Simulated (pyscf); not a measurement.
## Four-centre exchange: `[GeH4]` + `[NH3]` → `[NH2][GeH3]` + `[H][H]`

Gas phase, singlet surface, charge 0. Bonds broken: Ge1–H2, N6–H7. Bonds formed: Ge1–N6, H2–H7. PySCF, gas phase, ωB97X-D3(BJ)/def2-SVP geometries.

Transition state (Å):

```xyz
9

Ge    -0.0424     0.4761    -0.3034
H     -1.3507    -1.1053    -0.0352
H      0.8638     1.7170     0.0308
H     -1.1071     1.0230    -1.2550
H      0.9341    -0.5891    -0.8035
N     -0.6452     0.2445     1.5929
H     -1.2230    -0.6363     1.0597
H      0.0845    -0.0104     2.2634
H     -1.2057     1.0091     1.9781
```

One imaginary mode, 1368i cm⁻¹; descent along it reached the two sides named.

```csv
bond,change,reactant side (Å),saddle,product side
Ge1–H2,breaks,1.533,2.070,4.6
N6–H7,breaks,1.020,1.181,2.561
Ge1–N6,forms,3.1,2.003,1.842
H2–H7,forms,3.1,1.198,0.763
```

Electronic energies relative to the separated reactants (eV):

```csv
level,barrier,reaction energy,reverse barrier
ωB97X-D3(BJ)/def2-TZVP,2.19,+0.22,1.97
PBE/def2-TZVP,1.99,+0.30,1.69
r²SCAN/def2-TZVP,2.09,+0.25,1.83
B3LYP-D3(BJ)/def2-TZVP,2.17,+0.26,1.90
PBE0-D3(BJ)/def2-TZVP,2.07,+0.29,1.78
M06-2X/def2-TZVP,2.09,+0.08,2.02
ωB97M-D3(BJ)/def2-TZVP,2.22,+0.29,1.93
HF/def2-TZVP,2.87,+0.35,2.52
```

With ωB97M-D3(BJ)/def2-TZVP energies and thermal terms (ideal gas, 1 atm, RRHO with modes under 100 cm⁻¹ raised to 100, one conformer, R ln 2 for chiral ones without a mode under 150 cm⁻¹), in eV:

```json
[
 {"T (K)": "298", "ΔH‡": "2.11", "ΔG‡": "2.50", "ΔH": "+0.16", "ΔG": "+0.17"},
 {"T (K)": "600", "ΔH‡": "2.12", "ΔG‡": "2.89", "ΔH": "+0.22", "ΔG": "+0.17"},
 {"T (K)": "900", "ΔH‡": "2.16", "ΔG‡": "3.27", "ΔH": "+0.26", "ΔG": "+0.13"},
 {"T (K)": "1200", "ΔH‡": "2.20", "ΔG‡": "3.63", "ΔH": "+0.30", "ΔG": "+0.08"}
]
```

One saddle was located; it need not be the lowest between these sides. Elements up to Kr have no core potential and no relativistic terms here.
